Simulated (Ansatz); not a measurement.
# NH₃+ (doublet): PBE, r2SCAN over a scan of the distance N1–H2, 6-31G

Aim: run NH₃+ (doublet) with these functionals over a scan of the distance N1–H2, and hold them against the top wave-function level at the same points.

Program: Ansatz 0.2.0, Gaussian basis. Level of theory: 6-31G, all electrons in the functionals. These are calculated values, not measurements.

The runs, in order: PBE, r2SCAN, at 0.818 Å; 0.912 Å; 1.024 Å; 1.120 Å; 1.221 Å; 1.396 Å; 1.615 Å; 1.898 Å; 2.227 Å; 2.744 Å; 3.526 Å.

14 further runs of the same task are left out: 8 that didn't finish, 6 set aside as unsound or not needed.

### 1 The system

The geometry derives from a PBE0/def2-TZVP stationary point (not a proven minimum). One bond is set to the value named and the two fragments are kept rigid.

4 atoms, charge 1, spin multiplicity 2.

Atoms are counted from 1 here; the program's logs count them from 0.

Bond lengths: N1–H2 1.024 Å, N1–H3 1.024 Å, N1–H4 1.024 Å. Angles: H2–N1–H3 120.0°, H2–N1–H4 120.0°, H3–N1–H4 120.0°.

No dispersion term is added.

The geometry shown and the zero of energy belong to the point 1.024 Å. The yardstick, FCI, and other wave-function levels (R restricted, U unrestricted, valence and pair active spaces) come from earlier runs.

### 2 PBE, 0.818 Å

in.yaml

```yaml
crystal:
  periodic: [false, false, false]
  atoms:
    - {symbol: N, position_ang: [0.012198, 0.000164, -0.000001]}
    - {symbol: H, position_ang: [0.830124, 0.011151, -0.000057]}
    - {symbol: H, position_ang: [-0.511726, 0.880109, -0.002763]}
    - {symbol: H, position_ang: [-0.487900, -0.893538, 0.002831]}
basis:
  gaussian: {orbitals: 6-31G}
total_charge: 1
magnetization: {spin_polarized: true, initial_magnetization: 1}
hamiltonian: {xc: {name: PBE}}
output: {orbitals: {seedname: orbitals}}
```

Launch:

```
$ ansatz run in.yaml --threads 1 --pin off --events-out ev --progress --plain --max-ram 2393MiB
```

After this run come: PBE, 0.912 Å; PBE, 1.024 Å; PBE, 1.120 Å; PBE, 1.221 Å; PBE, 1.396 Å; PBE, 1.615 Å; PBE, 1.898 Å; PBE, 2.227 Å; PBE, 2.744 Å; PBE, 3.526 Å; r2SCAN, 0.818 Å; r2SCAN, 0.912 Å; r2SCAN, 1.024 Å; r2SCAN, 1.120 Å; r2SCAN, 1.221 Å; r2SCAN, 1.396 Å; r2SCAN, 1.615 Å; r2SCAN, 1.898 Å; r2SCAN, 2.227 Å; r2SCAN, 2.744 Å; r2SCAN, 3.526 Å.

**Question.** What will the summary of the whole plan be? Wanted: span of the FCI curve; largest miss, PBE; largest miss, r2SCAN; largest miss, RCCSD(T); largest miss, UCCSD(T).

**Answer**, as computed:

| quantity | value |
| --- | --- |
| span of the FCI curve | 130.0 kcal/mol |
| largest miss, PBE | -7.9 kcal/mol (3.526 Å) |
| largest miss, r2SCAN | -3.6 kcal/mol (2.744 Å) |
| largest miss, RCCSD(T) | +0.4 kcal/mol (2.744 Å) |
| largest miss, UCCSD(T) | +1.1 kcal/mol (2.744 Å) |

Of the functionals, r2SCAN keep the smallest largest miss at the points compared (at most 3.6 kcal/mol) and PBE strays most (7.9 kcal/mol, at 3.526 Å). PBE, r2SCAN clearly break the spin symmetry at some points (⟨S²⟩ up to 0.67 above the pure value), so energy there is bought with a mixed spin. Functionals and the yardstick converge differently with the basis, so part of each miss in 6-31G is the basis.
